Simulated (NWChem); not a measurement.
**C5H6 (2-methyl-1-buten-3-yne): levels of theory compared**

Wanted: a comparison of 3 runs (HF/def2-SVP, PBE0/def2-SVP, PBE0/aug-cc-pVDZ) of C5H6 (2-methyl-1-buten-3-yne). 

The calculation is run with NWChem 7.3.0.

### 1 The structure to begin with

C5H6 has 11 atoms, charge 0, and is taken as a singlet. SMILES: `C#CC(=C)C`. Geometry: relaxed at PBE0-D4/def2-TZVP.

Bond lengths: C1–C2 1.203 Å, C2–C3 1.426 Å, C3–C4 1.335 Å, C3–C5 1.500 Å, C1–H6 1.064 Å, C4–H7 1.084 Å, C4–H8 1.082 Å, C5–H9 1.093 Å, C5–H10 1.093 Å, C5–H11 1.090 Å. Some angles: C1–C2–C3 177.6°, C2–C3–C4 120.8°, C2–C3–C5 116.1°, C4–C3–C5 123.1°, C2–C1–H6 179.2°, C3–C4–H7 120.7°, C3–C4–H8 121.4°, C3–C5–H9 110.6°, C3–C5–H10 110.6°, C3–C5–H11 110.8°.

### 2 Energy and forces at HF/def2-SVP (run 1)

Input file run.nw:

```
start run
title "C5H6 hf"
memory total 2200 mb
charge 0
geometry noautosym nocenter noautoz
 C    -1.345100    1.765600    1.023600
 C    -0.786700    0.836000    0.502900
 C    -0.073000   -0.237900   -0.105500
 C    -0.718400   -1.309500   -0.570900
 C     1.416500   -0.080200   -0.182900
 H    -1.852900    2.580700    1.482100
 H    -0.174900   -2.125300   -1.033200
 H    -1.795300   -1.393800   -0.500600
 H     1.842600    0.040200    0.816500
 H     1.678700    0.815000   -0.752400
 H     1.874100   -0.947800   -0.659100
end
basis spherical bse
 C library def2-SVP
 H library def2-SVP
end
scf
 singlet
 rhf
 thresh 1e-08
 maxiter 80
 print medium
end
task scf gradient
```

On the command line:

```
$ nwchem run.nw > run.out
```

The program printed:

```text
[...]
  functions       =   100
[...]
  wavefunction    = RHF
[...]
         Total SCF energy =   -192.607167056404
      One-electron energy =   -542.419144074295
      Two-electron energy =    206.334756840258
 Nuclear repulsion energy =    143.477220177633
        Time for solution =     13.3s
[...]
                         RHF ENERGY GRADIENTS
    atom               coordinates                        gradient
                 x          y          z           x          y          z
   1 C      -2.541870   3.336500   1.934324   -0.009949   0.017622   0.009808
   2 C      -1.486647   1.579811   0.950343    0.019246  -0.030737  -0.017298
   3 C      -0.137950  -0.449566  -0.199366    0.000372   0.020016   0.009908
   4 C      -1.357579  -2.474596  -1.078845   -0.003486  -0.005742  -0.002485
   5 C       2.676797  -0.151556  -0.345631   -0.006679  -0.001039   0.000057
   6 H      -3.501473   4.876816   2.800763    0.000232  -0.000625  -0.000332
   7 H      -0.330513  -4.016235  -1.952465    0.001220  -0.000449  -0.000354
   8 H      -3.392625  -2.633900  -0.945997   -0.000825   0.000411   0.000282
   9 H       3.482009   0.075967   1.542961    0.000155   0.000652   0.000923
  10 H       3.172283   1.540127  -1.421830   -0.000002   0.001026   0.000005
  11 H       3.541535  -1.791082  -1.245518   -0.000284  -0.001135  -0.000513
[...]
```

Wall time 16 s (1 thread of Intel Xeon Platinum 8375C at 2.90GHz (Ice Lake), shared host); peak memory 0.1 GiB.

### 3 Energy and gradient at PBE0/def2-SVP (run 2)

Input file geom.nw:

```
START geom
TITLE "C5H6 gradient"
memory total 2200 mb

GEOMETRY units angstrom noautosym nocenter noautoz
 C     -1.345100     1.765600     1.023600
 C     -0.786700     0.836000     0.502900
 C     -0.073000    -0.237900    -0.105500
 C     -0.718400    -1.309500    -0.570900
 C      1.416500    -0.080200    -0.182900
 H     -1.852900     2.580700     1.482100
 H     -0.174900    -2.125300    -1.033200
 H     -1.795300    -1.393800    -0.500600
 H      1.842600     0.040200     0.816500
 H      1.678700     0.815000    -0.752400
 H      1.874100    -0.947800    -0.659100
END

BASIS spherical bse
 * library def2-SVP
END

DFT
 xc pbe0
 mult 1
 grid fine
 convergence energy 1e-08
 iterations 100
 mulliken
END

TASK dft gradient
```

On the command line:

```
$ nwchem geom.nw > geom.out
```

The program printed:

```text
[...]
          Wavefunction type:  closed shell.
          No. of atoms     :    11
          No. of electrons :    36
[...]
          Charge           :     0
          Spin multiplicity:     1
[...]
          AO basis - number of functions:   100
[...]
              XC Information
              --------------
                         PBE0 Method XC Functional
                     Hartree-Fock (Exact) Exchange  0.250
          PerdewBurkeErnzerhof Exchange Functional  0.750
            Perdew 1991 LDA Correlation Functional  1.000 local
           PerdewBurkeErnz. Correlation Functional  1.000 non-local
[...]
 d= 0,ls=0.0,diis     1   -193.6257797968 -3.37D+02  6.34D-03  3.22D-01     2.2
[...]
 d= 0,ls=0.0,diis    11   -193.6671247582 -6.75D-10  2.06D-07  7.49D-10    21.1
         Total DFT energy =     -193.667124758171
      One electron energy =     -543.089879333150
           Coulomb energy =      234.951028220785
    Exchange-Corr. energy =      -29.005493823439
 Nuclear repulsion energy =      143.477220177633
[...]
      Total Density - Mulliken Population Analysis
     ---------------------------------------------
    Atom       Charge   Shell Charges
 -----------   ------   -------------------------------------------------------
    1 C    6     6.41   1.99  0.91  0.68  2.02  0.79  0.02
    2 C    6     5.67   1.99  0.91  0.18  2.05  0.51  0.03
    3 C    6     6.22   1.99  0.92  0.18  2.09  1.00  0.05
    4 C    6     6.02   1.99  0.90  0.24  2.06  0.81  0.03
    5 C    6     5.97   1.99  0.90  0.08  2.13  0.84  0.03
    6 H    1     0.96   0.74  0.20  0.03
    7 H    1     0.96   0.74  0.19  0.02
    8 H    1     0.95   0.74  0.18  0.02
    9 H    1     0.94   0.74  0.18  0.02
   10 H    1     0.94   0.74  0.18  0.02
[...]
  wavefunction    = closed shell
[...]
```

Wall time 26 s (1 thread of Intel Xeon Platinum 8375C at 2.90GHz (Ice Lake), shared host); peak memory 0.12 GiB.

### 4 Energy and gradient at PBE0/aug-cc-pVDZ (run 3)

Input file run.py:

```python
from ase import Atoms
from ase.calculators.nwchem import NWChem

molecule = Atoms(['C', 'C', 'C', 'C', 'C', 'H', 'H', 'H', 'H', 'H', 'H'], positions=[
    [-1.345100, 1.765600, 1.023600],
    [-0.786700, 0.836000, 0.502900],
    [-0.073000, -0.237900, -0.105500],
    [-0.718400, -1.309500, -0.570900],
    [1.416500, -0.080200, -0.182900],
    [-1.852900, 2.580700, 1.482100],
    [-0.174900, -2.125300, -1.033200],
    [-1.795300, -1.393800, -0.500600],
    [1.842600, 0.040200, 0.816500],
    [1.678700, 0.815000, -0.752400],
    [1.874100, -0.947800, -0.659100],
])

calc = NWChem(
    label='test',
    theory='dft',
    memory='2200 mb',
    basis='aug-cc-pVDZ',
    basispar='spherical bse',
    dft={'xc': 'pbe0', 'mult': '1', 'grid': 'fine', 'convergence': 'energy 1e-08', 'iterations': '100', 'mulliken': None},
)
molecule.calc = calc

forces = molecule.get_forces()
e = molecule.get_potential_energy()
print(f"E = {e:.6f} eV")
print("forces (eV/A):")
for s, f in zip(molecule.symbols, forces):
    print(f"{s:2s} {f[0]:10.5f} {f[1]:10.5f} {f[2]:10.5f}")
print("dipole (e A):", molecule.get_dipole_moment().round(4))
```

On the command line:

```
$ export ASE_NWCHEM_COMMAND="nwchem PREFIX.nwi > PREFIX.nwo"
$ python run.py
```

The program printed:

```text
E = -5274.299859 eV
forces (eV/A):
C    -0.45401    0.78784    0.43925
C     0.42819   -0.76588   -0.42572
C     0.26153    0.20759    0.07595
C    -0.14789   -0.23017   -0.09909
C    -0.05620   -0.00962    0.00761
H    -0.11858    0.18368    0.10362
H     0.11128   -0.17699   -0.09945
H    -0.23834   -0.02777    0.01136
H     0.07790    0.02422    0.18872
H     0.04962    0.17525   -0.10922
H     0.08649   -0.16815   -0.09302
dipole (e A): [ 0.1019 -0.041  -0.0311]
```

The calculator wrote test.nwi:

```
title "test"

permanent_dir test

scratch_dir test

start test

geometry units angstrom nocenter noautosym noautoz
  C  -1.3451000000000000e+00 1.7656000000000001e+00 1.0236000000000001e+00
  C  -7.8669999999999995e-01 8.3599999999999997e-01 5.0290000000000001e-01
  C  -7.2999999999999995e-02 -2.3790000000000000e-01 -1.0550000000000000e-01
  C  -7.1840000000000004e-01 -1.3095000000000001e+00 -5.7089999999999996e-01
  C  1.4165000000000001e+00 -8.0199999999999994e-02 -1.8290000000000001e-01
  H  -1.8529000000000000e+00 2.5807000000000002e+00 1.4821000000000000e+00
  H  -1.7490000000000000e-01 -2.1253000000000002e+00 -1.0331999999999999e+00
  H  -1.7952999999999999e+00 -1.3937999999999999e+00 -5.0060000000000004e-01
  H  1.8426000000000000e+00 4.0200000000000000e-02 8.1650000000000000e-01
  H  1.6787000000000001e+00 8.1499999999999995e-01 -7.5239999999999996e-01
  H  1.8741000000000001e+00 -9.4779999999999998e-01 -6.5910000000000002e-01
end

memory 2200 mb

basis spherical bse noprint
   * library aug-cc-pVDZ
end

dft
  xc pbe0
  mult 1
  grid fine
  convergence energy 1e-08
  iterations 100
  mulliken
end

task dft gradient
```

test.nwo:

```text
Northwest Computational Chemistry Package (NWChem) 7.3.0
             --------------------------------------------------------

           Job information
           ---------------

    nwchem branch   = 7.3.0
    use scalapack   = T
    input           = test.nwi
    prefix          = test.
    data base       = test/test.db
    status          = startup
    nproc           =        1

           Memory information
           ------------------

[... 5 lines left out ...]
    hardfail = no
[... 104 lines left out ...]
  convergence criterion.
[... 40 lines left out ...]
          Spatial weights used:  Erf1
[... 32 lines left out ...]
 1-e energy   =    -538.326820
[... 44 lines left out ...]
           Coulomb energy =      234.965910893961
[... 1263 lines left out ...]
          Convergence on density requested:  1.00D-05
[... 26 lines left out ...]
          total energy or number of iterations.
[... 36 lines left out ...]
                 ----------------------------------------
                 |  Time  |  1-e(secs)   |  2-e(secs)   |
                 ----------------------------------------
                 |  CPU   |       0.03   |      19.93   |
                 ----------------------------------------
                 |  WALL  |       0.03   |      19.93   |
                 ----------------------------------------

 Task  times  cpu:      129.7s     wall:      129.7s
 Total times  cpu:      129.7s     wall:      129.7s
```

Wall time 2.2 min (1 thread of Intel Xeon Platinum 8375C at 2.90GHz (Ice Lake), shared host); peak memory 0.13 GiB.

### 5 All runs side by side

```csv
run,level,iteration cap,module,energy (Eh),dipole moment (D),HOMO energy (eV),LUMO energy (eV),wall time
1,HF/def2-SVP,80,scf,-192.607167,0.47,-9.21,3.31,16 s
2,PBE0/def2-SVP,100,dft,-193.667125,0.50,-6.93,-0.57,26 s
3,PBE0/aug-cc-pVDZ,100,dft,-193.826946,0.55,-7.00,-0.83,2.2 min
```

### 6 Summary of results

```
                       quantity          value
            run 3: total energy  -193.82695 Eh
           run 3: dipole moment         0.55 D
             run 3: HOMO energy       -7.00 eV
             run 3: LUMO energy       -0.83 eV
           run 3: HOMO–LUMO gap        6.17 eV
run 3: largest force on an atom     1.010 eV/Å
```

What this shows: The dipole moment (its size) runs from 0.47 D (HF/def2-SVP) to 0.55 D (PBE0/aug-cc-pVDZ). The two ends differ in method and basis. The HOMO–LUMO gap runs from 6.17 eV (PBE0/aug-cc-pVDZ) to 12.52 eV (HF/def2-SVP). All runs together took 2.9 min, the longest 2.2 min.
